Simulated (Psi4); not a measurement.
Reaction (SMILES): CO (CH3-OH) + [H][H] (H2) → C (CH4) + O (H2O)
B3LYP-D3(BJ)/def2-TZVP geometries, fixed; electronic energies without zero-point terms.

Effect of the grid (radial, spherical points) at M06-2X/aug-cc-pVTZ with Psi4, against the last row, where the energy of full hydrogenation is -28.37 kcal/mol. Cost is core time over that of grid: 35, 110, rough, on shared machines of one kind.

```csv
setting,"grid points, largest species",largest shift of a total energy (mEh),shift of the energy of full hydrogenation (kcal/mol),cost
"grid: 35, 110",22758,0.441,0.143,1×
"grid: 50, 194",57210,-0.117,0.063,1×
"grid: 75, 302",131782,-0.013,-0.012,2×
"grid: 99, 590",337969,0.001,0.001,4×
"grid: 150, 974",842144,0.000,0.000,10×
```

Within 0.05 kcal/mol in the energy of full hydrogenation: grid: 75, 302; grid: 99, 590. The largest shift is 0.441 mEh in a total energy and 0.143 kcal/mol in the difference.
